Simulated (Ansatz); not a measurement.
C4H6O2 can be A, `C=CCC(=O)O`, or B, `O=CC1(O)CC1`.

Computed with Ansatz on PBE0-D4/def2-TZVP structures; ΔE is electronic, products minus reactants. CCSD(T)/CBS adds triple-zeta CCSD(T) − MP2 to the extrapolated MP2 energy (def2 sets, frozen cores). Functionals use def2-TZVPP. B3LYP here is the variant with VWN-RPA as its local correlation; programs differ in this. One conformer a species, not always the lowest.

Problem. Which is lower in electronic energy at CCSD(T)/CBS, and by how much? (Best estimate.)

Solution. Ansatz gave: A, by 26.5 kcal/mol.

Problem. Give E(B) − E(A) in kcal/mol with B3LYP, CCSD/def2-TZVPP, PBE-D4, HF/def2-TZVPP, PBE0-D4, MP2/def2-TZVPP, B2PLYP. (Best estimate.)

Solution. The calculation gave: B3LYP 27.7, CCSD/def2-TZVPP 26.6, PBE-D4 23.0, HF/def2-TZVPP 31.5, PBE0-D4 22.8, MP2/def2-TZVPP 24.2, B2PLYP 27.1. None reverses the order clearly.

Largest T1 diagnostic: 0.014.

In def2-TZVPP, CCSD(T) changes the Hartree–Fock value by −5.1 kcal/mol (the triples alone add −0.2 kcal/mol) and MP2 by −7.3 kcal/mol.
